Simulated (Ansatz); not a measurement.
```yaml
crystal:
  periodic: [false, false, false]
  atoms:
    - {symbol: Ti, position_ang: [0.000000, 0.000000, 0.000000]}
    - {symbol: O, position_ang: [0.000000, 0.000000, 2.110000]}
basis:
  gaussian: {orbitals: def2-TZVP}
total_charge: 1
magnetization: {spin_polarized: true, initial_magnetization: 5}
hamiltonian: {xc: pbe0}
relax: {f_tol: 0.004, max_steps: 80}
```

```sh
$ ansatz run in.yaml --threads 1 --pin off --events-out ev --progress --plain --max-ram 2176MiB
```

Steps of the relaxation (energy above the last step; positions in Å, forces in eV/Å):

```
2
step 1, 178.0 meV
Ti    0.000    0.000    0.000    0.000    0.000   -1.650
O     0.000    0.000    2.110    0.000    0.000    1.650
```

```
2
step 2, 40.4 meV
Ti    0.000    0.000   -0.063    0.000    0.000   -0.621
O     0.000    0.000    2.173    0.000    0.000    0.621
```

```
2
step 3, 2.9 meV
Ti    0.000    0.000   -0.116    0.000    0.000   -0.137
O     0.000    0.000    2.226    0.000    0.000    0.137
```

```
2
step 5, 0.0 meV
Ti    0.000    0.000   -0.138    0.000    0.000    0.000
O     0.000    0.000    2.248    0.000    0.000    0.000
```

Close pairs at the end: Ti1–O2 2.386 Å.

A stationary point of unrestricted PBE0 after 5 steps, with ⟨S²⟩ = 8.754 against 8.75 for a pure state. 70 s on 1 thread of Arm Neoverse V2, shared host.
